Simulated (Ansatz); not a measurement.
Molecular dynamics of CH3F2

Input file:

```yaml
crystal:
  periodic: [false, false, false]
  atoms:
    - { symbol: H, position_ang: [0.856967, -0.371315, 0.107819] }
    - { symbol: C, position_ang: [-0.372207, 0.174654, -0.119901] }
    - { symbol: F, position_ang: [-1.279243, -0.725602, 0.2614] }
    - { symbol: F, position_ang: [-0.458454, 1.275151, 0.628389] }
    - { symbol: H, position_ang: [1.703707, -0.757418, 0.319945] }
    - { symbol: H, position_ang: [-0.450867, 0.404529, -1.197652] }
magnetization:
  spin_polarized: true
  initial_magnetization: 1
basis:
  gaussian: { orbitals: def2-SVP }
hamiltonian:
  xc: b3lyp
md:
  timestep: 0.5
  n_steps: 200
  ensemble: nve
  temperature: 100.0
  initial_velocities: maxwell_boltzmann
  seed: 5844
```

Run as:

```bash
$ ansatz run input.yaml --threads 1 --pin off --max-ram 2048MiB --backend cpu --events-out ev --progress --plain --runs-dir out
```

It starts at the highest image of a converged band, a first-order saddle point between two minima.

Output, in part (one step line in 7, the closing report, with atoms numbered from 0):

```
md step     0: t =     0.00 fs  T =   100.0 K  F+E_penalty+E_count = -6511.39710181 eV  E_kin = 0.051704 eV  conserved = -6511.34539781 eV  (26 SCF iters)
md step     7: t =     3.50 fs  T =    50.6 K  F+E_penalty+E_count = -6511.37138190 eV  E_kin = 0.026181 eV  conserved = -6511.34520108 eV  (25 SCF iters)
md step    14: t =     7.00 fs  T =    15.7 K  F+E_penalty+E_count = -6511.35329902 eV  E_kin = 0.008133 eV  conserved = -6511.34516636 eV  (24 SCF iters)
md step    21: t =    10.50 fs  T =    49.2 K  F+E_penalty+E_count = -6511.37073340 eV  E_kin = 0.025419 eV  conserved = -6511.34531421 eV  (26 SCF iters)
md step    28: t =    14.00 fs  T =    66.7 K  F+E_penalty+E_count = -6511.37971330 eV  E_kin = 0.034497 eV  conserved = -6511.34521672 eV  (25 SCF iters)
md step    35: t =    17.50 fs  T =    58.7 K  F+E_penalty+E_count = -6511.37557870 eV  E_kin = 0.030338 eV  conserved = -6511.34524110 eV  (26 SCF iters)
md step    42: t =    21.00 fs  T =    53.1 K  F+E_penalty+E_count = -6511.37272355 eV  E_kin = 0.027438 eV  conserved = -6511.34528575 eV  (26 SCF iters)
md step    49: t =    24.50 fs  T =    79.5 K  F+E_penalty+E_count = -6511.38616421 eV  E_kin = 0.041090 eV  conserved = -6511.34507447 eV  (26 SCF iters)
md step    56: t =    28.00 fs  T =   234.0 K  F+E_penalty+E_count = -6511.46636472 eV  E_kin = 0.121006 eV  conserved = -6511.34535901 eV  (26 SCF iters)
md step    63: t =    31.50 fs  T =   386.1 K  F+E_penalty+E_count = -6511.54499093 eV  E_kin = 0.199641 eV  conserved = -6511.34534950 eV  (26 SCF iters)
md step    70: t =    35.00 fs  T =   522.7 K  F+E_penalty+E_count = -6511.61539075 eV  E_kin = 0.270280 eV  conserved = -6511.34511116 eV  (26 SCF iters)
md step    77: t =    38.50 fs  T =   673.8 K  F+E_penalty+E_count = -6511.69357246 eV  E_kin = 0.348359 eV  conserved = -6511.34521367 eV  (26 SCF iters)
md step    84: t =    42.00 fs  T =   761.8 K  F+E_penalty+E_count = -6511.73910888 eV  E_kin = 0.393901 eV  conserved = -6511.34520762 eV  (25 SCF iters)
md step    91: t =    45.50 fs  T =   792.2 K  F+E_penalty+E_count = -6511.75474968 eV  E_kin = 0.409604 eV  conserved = -6511.34514568 eV  (25 SCF iters)
md step    98: t =    49.00 fs  T =   834.8 K  F+E_penalty+E_count = -6511.77709182 eV  E_kin = 0.431639 eV  conserved = -6511.34545308 eV  (25 SCF iters)
md step   105: t =    52.50 fs  T =   857.9 K  F+E_penalty+E_count = -6511.78903321 eV  E_kin = 0.443572 eV  conserved = -6511.34546086 eV  (25 SCF iters)
md step   112: t =    56.00 fs  T =   861.2 K  F+E_penalty+E_count = -6511.79072813 eV  E_kin = 0.445253 eV  conserved = -6511.34547507 eV  (25 SCF iters)
md step   119: t =    59.50 fs  T =   864.6 K  F+E_penalty+E_count = -6511.79263494 eV  E_kin = 0.447022 eV  conserved = -6511.34561291 eV  (25 SCF iters)
md step   126: t =    63.00 fs  T =   850.5 K  F+E_penalty+E_count = -6511.78517726 eV  E_kin = 0.439725 eV  conserved = -6511.34545253 eV  (25 SCF iters)
md step   133: t =    66.50 fs  T =   847.4 K  F+E_penalty+E_count = -6511.78351574 eV  E_kin = 0.438121 eV  conserved = -6511.34539462 eV  (25 SCF iters)
md step   140: t =    70.00 fs  T =   846.1 K  F+E_penalty+E_count = -6511.78285727 eV  E_kin = 0.437479 eV  conserved = -6511.34537833 eV  (25 SCF iters)
md step   147: t =    73.50 fs  T =   810.2 K  F+E_penalty+E_count = -6511.76404694 eV  E_kin = 0.418885 eV  conserved = -6511.34516184 eV  (26 SCF iters)
md step   154: t =    77.00 fs  T =   797.3 K  F+E_penalty+E_count = -6511.75730591 eV  E_kin = 0.412243 eV  conserved = -6511.34506292 eV  (24 SCF iters)
md step   161: t =    80.50 fs  T =   823.2 K  F+E_penalty+E_count = -6511.77076628 eV  E_kin = 0.425615 eV  conserved = -6511.34515121 eV  (25 SCF iters)
md step   168: t =    84.00 fs  T =   830.1 K  F+E_penalty+E_count = -6511.77427466 eV  E_kin = 0.429202 eV  conserved = -6511.34507280 eV  (26 SCF iters)
md step   175: t =    87.50 fs  T =   839.0 K  F+E_penalty+E_count = -6511.77895023 eV  E_kin = 0.433778 eV  conserved = -6511.34517203 eV  (24 SCF iters)
md step   182: t =    91.00 fs  T =   835.8 K  F+E_penalty+E_count = -6511.77746094 eV  E_kin = 0.432150 eV  conserved = -6511.34531134 eV  (26 SCF iters)
md step   189: t =    94.50 fs  T =   836.0 K  F+E_penalty+E_count = -6511.77760442 eV  E_kin = 0.432257 eV  conserved = -6511.34534765 eV  (26 SCF iters)
md step   196: t =    98.00 fs  T =   857.0 K  F+E_penalty+E_count = -6511.78855948 eV  E_kin = 0.443080 eV  conserved = -6511.34547994 eV  (25 SCF iters)
md step   200: t =   100.00 fs  T =   831.1 K  F+E_penalty+E_count = -6511.77484712 eV  E_kin = 0.429707 eV  conserved = -6511.34513992 eV  (26 SCF iters)
Total energy: -6511.77506242 eV, -239.3033197042 hartree
Atom 0 at     5.019684    -1.654027     0.844889 Å, force     0.256967    -0.651531     0.293521 eV/Å
Atom 1 at    -0.761964     0.337144    -0.256293 Å, force     0.456870     0.178581     0.426505 eV/Å
Atom 2 at    -1.365833    -0.717073     0.259251 Å, force     0.000774     0.007097     0.353399 eV/Å
Atom 3 at    -0.494999     1.300295     0.632166 Å, force    -0.237803    -0.529409    -0.220949 eV/Å
Atom 4 at     5.285234    -2.326557     1.147423 Å, force    -0.256954     0.651507    -0.293452 eV/Å
Atom 5 at    -1.230093     0.685555    -1.167690 Å, force    -0.219854     0.343755    -0.559023 eV/Å
Dipole moment:    -0.081140     0.060472    -0.239452 e Å
```

The run went to its last step. The conserved energy stayed within 0.068 meV per atom of its start (net change 0.043 meV per atom), so the integration is sound. The system heated up, since it started high on the potential surface and ran downhill. A run of 0.1 ps of so small a system gives no equilibrium averages.

The step under study would form H1–H5 and break H1–C2. These pairs go: H1–H5 0.95 → 0.78 Å, H1–C2 1.36 → 6.21 Å. In the last frame they stand as after the step (other bonds may differ from the relaxed reactants and products). It ends as CHF2 + H2. Pairs count as bonded within 1.25 times the sum of covalent radii (0.12 Å more for H–H).

Last frame:

```xyz
6
Properties=species:S:1:pos:R:3
H 5.020 -1.654 0.845
C -0.762 0.337 -0.256
F -1.366 -0.717 0.259
F -0.495 1.300 0.632
H 5.285 -2.327 1.147
H -1.230 0.686 -1.168
```

The run took 3 min on 1 thread of Intel(R) Xeon(R) 6975P-C (Granite Rapids), with other jobs on the host, peak memory 0.14 GiB.
